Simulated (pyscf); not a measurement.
Optimised with ωB97X-D3(BJ)/def2-SVP in PySCF.

### Question
How much does it cost (ΔH, 298 K, ωB97M-D3(BJ)/def2-TZVP) to split HO–Ti(OH)(OH)–SH at its S–Ti bond into [HO–Ti(OH)–OH]• + SH•?

### Answer
S–Ti to [HO–Ti(OH)–OH]• + SH•: 274.5 kJ/mol. The 7 functionals that were run give +254.6 (M06-2X) to +321.4 kJ/mol (PBE). The radicals are drawn with the spin at the cut bond; how far it spreads was not checked. Other isomers of [HO–Ti(OH)–OH]• were not searched in full and may lie lower. Left out: the spin-orbit lowering of SH. Open-shell species with a d-block atom are single-reference here; other states, and whether the spin sits on metal or ligand, were not checked.
